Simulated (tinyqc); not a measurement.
Inside a calculation. Method: MP2 on RHF in the sto-3g basis, for H2F+, spin multiplicity 1. One step of it, computed by the program tinyqc.

Task: Second-order Moller-Plesset energy. E2 = sum_ijab (ia|jb) [2 (ia|jb) - (ib|ja)] / (e_i + e_j - e_a - e_b) over occupied i, j and virtual a, b; the opposite-spin part is (ia|jb)^2 / denominator, the rest is same-spin, and SCS-MP2 scales them by 6/5 and 1/3.

orbital energies (hartree): MO1 -26.593015, MO2 -2.024126, MO3 -1.172717, MO4 -1.041685, MO5 -1.020076, MO6 -0.044207, MO7 0.141902

Two-electron integrals over orbitals (pq|rs), unique and non-zero (hartree):
```
(11|11) 5.362319    (21|11) -0.504690   (21|21) 0.075341    (22|11) 1.203837
(22|21) -0.019699   (22|22) 0.856375    (31|31) 0.016871    (32|31) 0.025294
(32|32) 0.156818    (33|11) 0.974366    (33|21) -0.008023   (33|22) 0.750239
(33|33) 0.725650    (41|11) 0.119209    (41|21) -0.015199   (41|22) 0.012546
(41|33) 0.004507    (41|41) 0.028437    (42|11) -0.085260   (42|21) 0.007278
(42|22) 0.001252    (42|33) -0.004602   (42|41) 0.031522    (42|42) 0.163506
(43|31) -0.003118   (43|32) 0.007596    (43|43) 0.046656    (44|11) 1.174529
(44|21) -0.014403   (44|22) 0.824735    (44|33) 0.711599    (44|41) -0.010491
(44|42) -0.086693   (44|44) 0.906742    (51|51) 0.029605    (52|51) 0.039191
(52|52) 0.182027    (53|53) 0.037564    (54|51) -0.008668   (54|52) -0.031420
(54|54) 0.054216    (55|11) 1.264010    (55|21) -0.014211   (55|22) 0.880414
(55|33) 0.739717    (55|41) 0.003389    (55|42) -0.046886   (55|44) 0.843373
(55|55) 0.997514    (61|11) 0.217188    (61|21) -0.033856   (61|22) 0.005294
(61|33) 0.002620    (61|41) -0.004709   (61|42) -0.017750   (61|44) 0.012413
(61|55) 0.006020    (61|61) 0.020476    (62|11) -0.288355   (62|21) 0.007834
(62|22) -0.142579   (62|33) -0.086257   (62|41) -0.016427   (62|42) -0.039755
(62|44) -0.109683   (62|55) -0.150732   (62|61) 0.003120    (62|62) 0.073406
(63|31) -0.003661   (63|32) 0.029857    (63|43) 0.018253    (63|63) 0.073017
(64|11) -0.247888   (64|21) 0.003007    (64|22) -0.132537   (64|33) -0.076534
(64|41) -0.007431   (64|42) -0.001514   (64|44) -0.140570   (64|55) -0.135864
(64|61) 0.001697    (64|62) 0.059401    (64|64) 0.065823    (65|51) -0.014122
(65|52) -0.054109   (65|54) -0.006885   (65|65) 0.025814    (66|11) 0.673097
(66|21) -0.005367   (66|22) 0.558724    (66|33) 0.546946    (66|41) 0.015200
(66|42) 0.064951    (66|44) 0.527017    (66|55) 0.536360    (66|61) -0.004010
(66|62) -0.046366   (66|64) -0.024965   (66|66) 0.536274    (71|31) 0.017164
(71|32) 0.024632    (71|43) -0.003270   (71|63) -0.003393   (71|71) 0.017482
(72|31) 0.017639    (72|32) 0.066790    (72|43) -0.020943   (72|63) -0.026655
(72|71) 0.017248    (72|72) 0.057481    (73|11) 0.431140    (73|21) -0.008464
(73|22) 0.211909    (73|33) 0.162518    (73|41) -0.001057   (73|42) -0.052963
(73|44) 0.209146    (73|55) 0.234207    (73|61) 0.005112    (73|62) -0.072987
(73|64) -0.078874   (73|66) 0.017050    (73|73) 0.161797    (74|31) -0.006977
(74|32) -0.052339   (74|43) 0.010788    (74|63) -0.040686   (74|71) -0.007112
(74|72) -0.011658   (74|74) 0.045413    (75|53) 0.025814    (75|75) 0.020535
(76|31) -0.010192   (76|32) -0.097500   (76|43) -0.045155   (76|63) -0.089432
(76|71) -0.010279   (76|72) 0.003747    (76|74) 0.056560    (76|76) 0.163978
(77|11) 0.808394    (77|21) -0.008117   (77|22) 0.615509    (77|33) 0.614698
(77|41) 0.002917    (77|42) 0.004477    (77|44) 0.596055    (77|55) 0.605319
(77|61) 0.002942    (77|62) -0.046714   (77|64) -0.031545   (77|66) 0.532743
(77|73) 0.077715    (77|77) 0.577218
```

Hartree-Fock energy = -98.85604233 hartree

Give: Terms; Pair energies; MP2 correlation energy; SCS-MP2 correlation energy; MP2 total energy.

Result:

Terms:

| i | j | a | b | (ia\|jb) | (ib\|ja) | denominator | term |
|---|---|---|---|---|---|---|---|
| 3 | 3 | 7 | 7 | 0.1618 | 0.1618 | -2.6292 | -0.0100 |
| 4 | 3 | 6 | 7 | -0.0789 | -0.0407 | -2.3121 | -0.0040 |
| 3 | 4 | 7 | 6 | -0.0789 | -0.0407 | -2.3121 | -0.0040 |
| 2 | 3 | 6 | 7 | -0.0730 | -0.0267 | -3.2945 | -0.0026 |
| 3 | 2 | 7 | 6 | -0.0730 | -0.0267 | -3.2945 | -0.0026 |
| 3 | 3 | 6 | 6 | 0.0730 | 0.0730 | -2.2570 | -0.0024 |
| 4 | 4 | 6 | 6 | 0.0658 | 0.0658 | -1.9950 | -0.0022 |
| 2 | 2 | 6 | 6 | 0.0734 | 0.0734 | -3.9598 | -0.0014 |
| 2 | 4 | 6 | 6 | 0.0594 | 0.0594 | -2.9774 | -0.0012 |
| 4 | 2 | 6 | 6 | 0.0594 | 0.0594 | -2.9774 | -0.0012 |
| 4 | 4 | 7 | 7 | 0.0454 | 0.0454 | -2.3672 | -0.0009 |
| 2 | 2 | 7 | 7 | 0.0575 | 0.0575 | -4.3321 | -0.0008 |
| 5 | 5 | 6 | 6 | 0.0258 | 0.0258 | -1.9517 | -3.41e-04 |
| 5 | 5 | 7 | 7 | 0.0205 | 0.0205 | -2.3240 | -1.81e-04 |
| 2 | 3 | 7 | 6 | -0.0267 | -0.0730 | -3.2945 | 1.59e-04 |
| 3 | 2 | 6 | 7 | -0.0267 | -0.0730 | -3.2945 | 1.59e-04 |
| 3 | 4 | 6 | 7 | -0.0407 | -0.0789 | -2.3121 | -4.40e-05 |
| 4 | 3 | 7 | 6 | -0.0407 | -0.0789 | -2.3121 | -4.40e-05 |
| 2 | 4 | 7 | 7 | -0.0117 | -0.0117 | -3.3496 | -4.06e-05 |
| 4 | 2 | 7 | 7 | -0.0117 | -0.0117 | -3.3496 | -4.06e-05 |
| 2 | 1 | 7 | 7 | 0.0172 | 0.0172 | -28.9009 | -1.03e-05 |
| 1 | 2 | 7 | 7 | 0.0172 | 0.0172 | -28.9009 | -1.03e-05 |
| 1 | 1 | 6 | 6 | 0.0205 | 0.0205 | -53.0976 | -7.90e-06 |
| 1 | 1 | 7 | 7 | 0.0175 | 0.0175 | -53.4698 | -5.72e-06 |
| 3 | 1 | 7 | 6 | 0.0051 | -0.0034 | -27.8634 | -2.50e-06 |
| 1 | 3 | 6 | 7 | 0.0051 | -0.0034 | -27.8634 | -2.50e-06 |
| 4 | 1 | 7 | 7 | -0.0071 | -0.0071 | -27.9185 | -1.81e-06 |
| 1 | 4 | 7 | 7 | -0.0071 | -0.0071 | -27.9185 | -1.81e-06 |
| 3 | 1 | 6 | 7 | -0.0034 | 0.0051 | -27.8634 | -1.45e-06 |
| 1 | 3 | 7 | 6 | -0.0034 | 0.0051 | -27.8634 | -1.45e-06 |
| 2 | 1 | 6 | 6 | 0.0031 | 0.0031 | -28.5287 | -3.41e-07 |
| 1 | 2 | 6 | 6 | 0.0031 | 0.0031 | -28.5287 | -3.41e-07 |
| 4 | 1 | 6 | 6 | 0.0017 | 0.0017 | -27.5463 | -1.04e-07 |
| 1 | 4 | 6 | 6 | 0.0017 | 0.0017 | -27.5463 | -1.04e-07 |

Pair energies (hartree; pair i-j sums ij and ji):

| pair | opposite spin | same spin |
|---|---|---|
| 1-1 | -1.36e-05 | 0.0000 |
| 2-1 | -2.13e-05 | 0.0000 |
| 2-2 | -0.0021 | 0.0000 |
| 3-1 | -2.70e-06 | -5.19e-06 |
| 3-2 | -0.0037 | -0.0013 |
| 3-3 | -0.0123 | 0.0000 |
| 4-1 | -3.83e-06 | 0.0000 |
| 4-2 | -0.0025 | 0.0000 |
| 4-3 | -0.0068 | -0.0013 |
| 4-4 | -0.0030 | 0.0000 |
| 5-5 | -0.0005 | 0.0000 |

MP2 correlation energy = -0.033549 hartree

SCS-MP2 correlation energy = -0.038032 hartree

MP2 total energy = -98.889592 hartree
